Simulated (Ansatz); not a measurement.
**BN (singlet): from Hartree-Fock to the top rungs at distance B1–N2 = 2.342 Å, 6-31G**

How much of the correlation energy of BN (singlet) does each wave-function method recover here?

Method: 6-31G, core rule «outside noble gas», up to 2 orbitals frozen; program: Ansatz 0.2.0, Gaussian basis.

Plan: UHF; CCSD(T) on RHF; CCSD(T) on UHF; BCCD(T) on RHF; CISD; CCSDT(Q) on RHF; CCSDT(Q) on UHF; CISDTQ; CCSDTQ on RHF; CCSDTQ on UHF; CASSCF and MRCISD+Q, 2 electrons in 2 orbitals; CASSCF and NEVPT2, 2 electrons in 2 orbitals; CASSCF and MRCISD+Q, 8 electrons in 8 orbitals; CASSCF and NEVPT2, 8 electrons in 8 orbitals; Full CI; Full CI in the symmetry of the determinant.

23 further runs of the same task are left out: 2 for a known fault of the program, 16 that didn't finish, 5 set aside as unsound or not needed.

## Step 1: The system

The geometry derives from a PBE0/def2-TZVP stationary point (not a proven minimum). One bond is set to the value named and the two fragments are kept rigid.

2 atoms, charge 0, spin multiplicity 1.

Atoms are counted from 1 here; the program's logs count them from 0.

No contacts short enough for the rule that draws bonds.

## Step 2: UHF

The input, in.yaml:

```yaml
crystal:
  periodic: [false, false, false]
  atoms:
    - {symbol: B, position_ang: [0.000000, 0.000000, 0.000000]}
    - {symbol: N, position_ang: [0.000000, 0.000000, 2.342000]}
basis:
  gaussian: {orbitals: 6-31G}
magnetization: {spin_polarized: true, initial_magnetization: 0}
hamiltonian: {xc: hf}
output: {orbitals: {seedname: orbitals}}
```

Run with:

```console
$ ansatz run in.yaml --threads 1 --pin off --events-out ev --progress --plain --max-ram 2393MiB
```

Further steps of the session: CCSD(T) on RHF; CCSD(T) on UHF; BCCD(T) on RHF; CISD; CCSDT(Q) on RHF; CCSDT(Q) on UHF; CISDTQ; CCSDTQ on RHF; CCSDTQ on UHF; CASSCF and MRCISD+Q, 2 electrons in 2 orbitals; CASSCF and NEVPT2, 2 electrons in 2 orbitals; CASSCF and MRCISD+Q, 8 electrons in 8 orbitals; CASSCF and NEVPT2, 8 electrons in 8 orbitals; Full CI; Full CI in the symmetry of the determinant.

Before running them: what should the planned runs give, taken together? Wanted: FCI from the RHF energy; RMP2 from FCI; RCCSD from FCI; RCCSD(T) from FCI; RCCSDT(Q) from FCI; NEVPT2 valence from FCI; MRCISD+Q valence from FCI; T1 diagnostic; effectively unpaired electrons.

As calculated:

```
                         quantity                                 value
          FCI from the RHF energy                            -5.0615 eV
                    RMP2 from FCI                         +165.3 kJ/mol
                   RCCSD from FCI                          +48.1 kJ/mol
                RCCSD(T) from FCI                          +24.9 kJ/mol
               RCCSDT(Q) from FCI                           +0.3 kJ/mol
          NEVPT2 valence from FCI                          +41.7 kJ/mol
        MRCISD+Q valence from FCI                           +1.5 kJ/mol
levels within 1 kcal/mol (43 meV)  RCCSDT(Q), RCCSDTQ, MRCISD+Q valence
                    T1 diagnostic                                 0.042
   effectively unpaired electrons                                  2.28
```

**Reading.** RCCSD(T) misses by +24.9 kJ/mol, 5.1 % of the correlation energy. The occupations show strong static correlation (2.3 unpaired electrons where one determinant has 0). Of the multireference levels listed MRCISD+Q valence comes nearest in total energy (+1.5 kJ/mol), which doesn't show that its space is the better one. These misses are within one basis, not against nature.

The restricted and unrestricted ladders end 2.13 eV apart at CCSDT(Q), so they describe two states, and rows of one don't measure the error of the other.
